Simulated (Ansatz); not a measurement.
System: ScTlS₂ (P6₃/mmc, No. 194; cell taken from a computed entry). Method: HSE06 in Ansatz (plane waves, PAW).

Run with plane-wave cutoff 460 eV, 9×9×2 k mesh (along the axes of the cell as run), Fermi–Dirac smearing 0.01 eV, scalar-relativistic PAW data made under PBE.

Cell (relaxed with PBEsol):

```cif
data_S4Sc2Tl2
_chemical_formula_sum 'Sc2 Tl2 S4'
_space_group_name_H-M_alt 'P63/mmc'
_space_group_IT_number 194
_space_group_name_Hall '-P 6c 2c'
_cell_length_a 3.72800
_cell_length_b 3.72800
_cell_length_c 14.73598
_cell_angle_alpha 90.000
_cell_angle_beta 90.000
_cell_angle_gamma 120.000
loop_
_atom_site_label
_atom_site_type_symbol
_atom_site_symmetry_multiplicity
_atom_site_Wyckoff_symbol
_atom_site_fract_x
_atom_site_fract_y
_atom_site_fract_z
_atom_site_occupancy
Sc1 Sc 2 a 0.00000 0.00000 0.00000 1
Tl1 Tl 2 c 0.33333 0.66667 0.25000 1
S1 S 4 f 0.66667 0.33333 0.09610 1
```

### Question
Predict the band gap and smallest direct gap on the k points sampled.

### Answer

- band gap = 1.41 eV
- smallest direct gap on the k points sampled = 2.57 eV

Note: cell and atoms aren't relaxed at this level (pressure 2.7 GPa); this cell isn't known to be the ambient phase, and symmetry holds it in the calculation.

Spin–orbit coupling is not included; with these elements it can move the gap by several tenths of an eV or more.

Computed values are for the static lattice.

Cost on a shared machine: about 10 core-minutes (a rough figure).

Ansatz is an electronic-structure program.
